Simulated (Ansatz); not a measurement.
`C=CCOC=C` and `C=CCOCF` differ in one atom or group.

Ansatz, PBE0-D4/def2-TZVP geometries, multiplicity 1. Each molecule was computed in one conformer, which needn't be the lowest.

```
                               property  `C=CCOC=C`
      HOMO energy (PBE/def2-TZVPP) / eV       -5.56
   HOMO–LUMO gap (PBE0/def2-TZVPP) / eV        6.73
HOMO–LUMO gap (ωB97M-V/def2-TZVPP) / eV       11.14
     LUMO energy (PBE0/def2-TZVPP) / eV       -0.03
    HOMO energy (B3LYP/def2-TZVPP) / eV       -6.55
  LUMO energy (ωB97M-V/def2-TZVPP) / eV        2.11
```

Problem. Give the same properties after the change, and the shifts. (Best estimate.)

Solution. Computed: 
```json
{"property": "HOMO energy (PBE/def2-TZVPP) / eV", "`C=CCOCF`": "-6.62", "shift": "-1.06"}
{"property": "HOMO–LUMO gap (PBE0/def2-TZVPP) / eV", "`C=CCOCF`": "7.80", "shift": "1.07"}
{"property": "HOMO–LUMO gap (ωB97M-V/def2-TZVPP) / eV", "`C=CCOCF`": "12.22", "shift": "1.08"}
{"property": "LUMO energy (PBE0/def2-TZVPP) / eV", "`C=CCOCF`": "-0.04", "shift": "-0.01"}
{"property": "HOMO energy (B3LYP/def2-TZVPP) / eV", "`C=CCOCF`": "-7.61", "shift": "-1.06"}
{"property": "LUMO energy (ωB97M-V/def2-TZVPP) / eV", "`C=CCOCF`": "2.10", "shift": "-0.01"}
```

B3LYP here is the variant with VWN-RPA as its local correlation; programs differ in this.
